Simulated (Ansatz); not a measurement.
# C5H10S: ranking of conformers

The task is a ranking of conformers, for C5H10S. SMILES: CC(C)C1CS1.

Program: the Python package of Ansatz 0.2.0. Level of theory: Hartree-Fock/6-31G*. These are calculated values, not measurements.

## 1. Starting point

The script builds its own geometries from the SMILES CC(C)C1CS1.

No structure file is read: the coordinates are typed or built in the script.

## 2. The code

run_conformers.py reads:

```python
"""Rank force-field conformers of C5H10S by single points."""

import ansatz as az
from rdkit import Chem
from rdkit.Chem import AllChem


def main() -> None:
    rd = Chem.AddHs(Chem.MolFromSmiles("CC(C)C1CS1"))
    ids = list(AllChem.EmbedMultipleConfs(rd, numConfs=20, randomSeed=228, pruneRmsThresh=0.4))
    field = [energy for _, energy in AllChem.MMFFOptimizeMoleculeConfs(rd)]
    distinct = {round(e, 2): i for i, e in zip(ids, field)}
    chosen = sorted(distinct.items())[:5]
    found = []
    for force_field, index in chosen:
        c5h10s = az.Crystal.molecule()
        for atom, xyz in zip(rd.GetAtoms(), rd.GetConformer(index).GetPositions()):
            c5h10s = c5h10s.atom(atom.GetSymbol(), xyz.round(5).tolist())
        base = (
            c5h10s.calculation()
            .basis(gaussian="6-31G*")
            .functional("HF")
        )
        found.append(base.run().report["free_energy_ev"])
    print("conformer   MMFF (kcal/mol)   this level (kcal/mol)")
    for (force_field, index), e in zip(chosen, found):
        print(f"{index:9d} {force_field - chosen[0][0]:17.2f} {23.060548 * (e - min(found)):17.3f}")


if __name__ == "__main__":
    main()
```

## 3. What the engine is handed

The engine receives this input (first run):

```yaml
crystal:
  periodic: [false, false, false]
  atoms:
    - { symbol: C, position_ang: [-0.67567, 1.4222, 0.23244] }
    - { symbol: C, position_ang: [-0.33907, -0.05925, 0.42018] }
    - { symbol: C, position_ang: [-1.58136, -0.91203, 0.1519] }
    - { symbol: C, position_ang: [0.79176, -0.4506, -0.4986] }
    - { symbol: C, position_ang: [2.21163, -0.12277, -0.13152] }
    - { symbol: S, position_ang: [1.78903, -1.79347, -0.0624] }
    - { symbol: H, position_ang: [-0.98377, 1.63294, -0.79773] }
    - { symbol: H, position_ang: [0.19447, 2.05026, 0.45189] }
    - { symbol: H, position_ang: [-1.48781, 1.72644, 0.90096] }
    - { symbol: H, position_ang: [-0.04753, -0.20279, 1.4693] }
    - { symbol: H, position_ang: [-2.40292, -0.62414, 0.81626] }
    - { symbol: H, position_ang: [-1.92474, -0.80084, -0.88264] }
    - { symbol: H, position_ang: [-1.37266, -1.9741, 0.31815] }
    - { symbol: H, position_ang: [0.51933, -0.39541, -1.54669] }
    - { symbol: H, position_ang: [2.89433, 0.1564, -0.92438] }
    - { symbol: H, position_ang: [2.41498, 0.34718, 0.82253] }
basis:
  gaussian:
    orbitals: "6-31G*"
hamiltonian:
  xc: hf
```

## 4. Running it

Command:

```sh
$ python run_conformers.py
```

**Question.** What results will this script give? Wanted: lowest; next above it by.

As calculated:

| quantity | value |
| --- | --- |
| runs compared | 3 |
| lowest | run 1 |
| next above it by | 0.087 eV |

**Reading.** The structures are force-field minima, not relaxed at this level. Of those tried, run 1 is lowest; run 3 lies 0.087 eV above it. The conformers keep their force-field geometries.
